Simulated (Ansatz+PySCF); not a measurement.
The numbers below are computed, except where a source is named.
C2H4 → C2H4-triplet

C2H4 (charge 0, multiplicity 1):
```
atom   x (Å)    y (Å)    z (Å)
   C  0.0000   0.0000  -0.6653
   C  0.0000   0.0000   0.6653
   H  0.0000  -0.9311  -1.2403
   H  0.0000   0.9311  -1.2403
   H  0.0000  -0.9311   1.2403
   H  0.0000   0.9311   1.2403
```

C2H4-triplet (charge 0, multiplicity 3):
```yaml
atoms:
  - { symbol: C, position_ang: [0.0000, 0.0000, -0.7234] }
  - { symbol: C, position_ang: [0.0000, 0.0000, 0.7234] }
  - { symbol: H, position_ang: [0.0000, -0.9325, -1.3026] }
  - { symbol: H, position_ang: [0.0000, 0.9325, -1.3026] }
  - { symbol: H, position_ang: [-0.9325, 0.0000, 1.3026] }
  - { symbol: H, position_ang: [0.9325, 0.0000, 1.3026] }
```

Shapes relaxed with PBE0/def2-SVP. Single points in def2-SVP with Ansatz (development build ahead of 0.2.0), no zero-point energy. Correlated methods freeze no orbital on H to Be, one on B to Mg, five on Al to Zn, nine on Ga to Sr.

```csv
method,reaction energy
CCSD (restricted),269.5 kJ/mol
CCSD (unrestricted),269.2 kJ/mol
CCSD(T) (restricted),278.8 kJ/mol
HF (restricted),194.4 kJ/mol
HF (unrestricted),178.6 kJ/mol
MP2 (restricted),281.6 kJ/mol
MP2 (unrestricted),283.5 kJ/mol
PBE (restricted),272.9 kJ/mol
PBE (unrestricted),267.9 kJ/mol
PBE0 (restricted),261.4 kJ/mol
PBE0 (unrestricted),254.9 kJ/mol
r2SCAN (restricted),247.0 kJ/mol
wB97X (restricted),272.8 kJ/mol
wB97X (unrestricted),266.0 kJ/mol
```

(1) What does r2SCAN (unrestricted) give?

Answers

(1) 236.4 kJ/mol. Caution: another spin multiplicity may lie lower.
